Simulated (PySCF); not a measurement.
Gas-phase reaction: 5 CH2Cl2 → 4 Cl2 + C3H4 (propyne) + 2 CH3Cl

Computed with PySCF (xtb for GFN2) and rigid-rotor harmonic-oscillator thermochemistry at 1 bar. The comparison is the NASA 1993 polynomial table, which mixes measured and estimated data. † marks an energy on the PBE0/def2-TZVP geometry and frequencies; other levels use their own. 6-31G* has spherical d functions here. All species are closed-shell singlets. B3LYP is the form with VWN-RPA correlation.

Levels: a) PBE0/def2-QZVP†; b) HF/6-31G*; c) GFN2-xTB; d) B3LYP/6-31G*.

Q: Order the levels by the distance of their ΔH°(298 K) from the table for this reaction, closest first.

A: a (+16 kJ), d (+44 kJ), b (+71 kJ), c (-215 kJ)

The table gives 498 kJ. The order holds for this reaction alone, and for the 1993 entries, some of which have been revised since.
